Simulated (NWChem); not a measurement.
System: hydrazine (N₂H₄); SMILES NN

Input file for NWChem:

```
start job
memory heap 200 mb stack 900 mb global 1100 mb
geometry units angstroms
  N     -0.068466     0.707447     0.075727
  N      0.068466    -0.707447     0.075727
  H      0.849513     1.113869     0.294813
  H     -0.339383     1.086120    -0.846530
  H     -0.849513    -1.113869     0.294813
  H      0.339383    -1.086120    -0.846530
end
basis spherical
  N library def2-svp
  H library def2-svp
end
dft
  xc xcamb88 1.00 lyp 0.81 vwn_5 0.19 hfexch 1.00
  cam 0.33 cam_alpha 0.19 cam_beta 0.46
  iterations 150
end
driver
  maxiter 120
end
task dft optimize
task dft freq
```

The level has its own optimisation; frequencies are unscaled.

### Question
Predict the main results of this run. (CAM-B3LYP/def2-SVP.) Quantities: r N–N (Å); highest harmonic frequency (cm⁻¹); lowest (cm⁻¹); zero-point energy (kcal/mol).

### Answer
| Item | Result |
|---|---|
| r N–N (Å) | 1.408 |
| highest harmonic frequency (cm⁻¹) | 3592 |
| lowest (cm⁻¹) | 500 |
| zero-point energy (kcal/mol) | 33.6 |
